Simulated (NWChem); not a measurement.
nitrous oxide (N₂O); SMILES [O-][N+]#N

```xyz
3

N     -1.2110    -0.0220     0.0194
N     -0.0654    -0.0012     0.0010
O      1.1217     0.0203    -0.0179
```
Atoms are numbered in this order, from 1.

All runs: NWChem. The geometry was optimised at PBE-D3(BJ)/def2-SVP. Vertical excitations in the gas phase.

Task: What does the run give for Hartree-Fock/aug-cc-pVDZ, CIS? Quantities: lowest excitation, singlet (eV); oscillator strength of that lowest state; lowest triplet (eV); orbital gap (eV).

Result: 
```
Quantity                                  Value
----------------------------------------  -----
lowest excitation, singlet (eV)            6.29
oscillator strength of that lowest state  0.000
lowest triplet (eV)                        4.59
orbital gap (eV)                          15.52
```
